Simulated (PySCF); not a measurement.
# C4H4S2: the cost of one run

The runs use PySCF 2.14.0, with density-fitted response routines of our own; the level of theory stands in each step. All values are computed, except where a source is named. Atoms are numbered from 0 throughout.

### Step 1. The molecule as given

10 atoms, charge 0, multiplicity 1; geometry from: MMFF94s.

Bonds of the start (Å): S0–C1 1.75, C1–C2 1.42, C2–C3 1.38, C3–S4 1.71, S4–C5 1.71, C5–C1 1.38, S0–H6 1.34, C2–H7 1.08, C3–H8 1.08, C5–H9 1.08.

### Step 2. Optimising the geometry at PBE0-D3(BJ)/def2-SVP

What the job is given:

```
{"job": {"xc": "PBE0", "basis": "def2-SVP", "d3": "d3bj", "grid": 1, "kind": "geom"}, "charge": 0, "multiplicity": 1}
S      2.314132    -0.223452    -0.579410
C      0.621837     0.128720    -0.281849
C     -0.222361    -0.681792     0.525658
C     -1.504142    -0.177475     0.592277
S     -1.678119     1.263632    -0.316031
C     -0.036421     1.218316    -0.802734
H      2.418307    -1.349504     0.140335
H      0.078120    -1.587964     1.036629
H     -2.349644    -0.584063     1.130264
H      0.358291     1.993581    -1.445138
```

On the command line:

```bash
> OMP_NUM_THREADS=1 python probes_run.py task.json out
```

The driver reads the jobs from task.json and runs them one after another.

Q: Estimate the wall time and peak memory of this first job on 1 thread of Intel Xeon at 2.30GHz, shared host.

About 70 s, with a peak of 0.48 GiB.
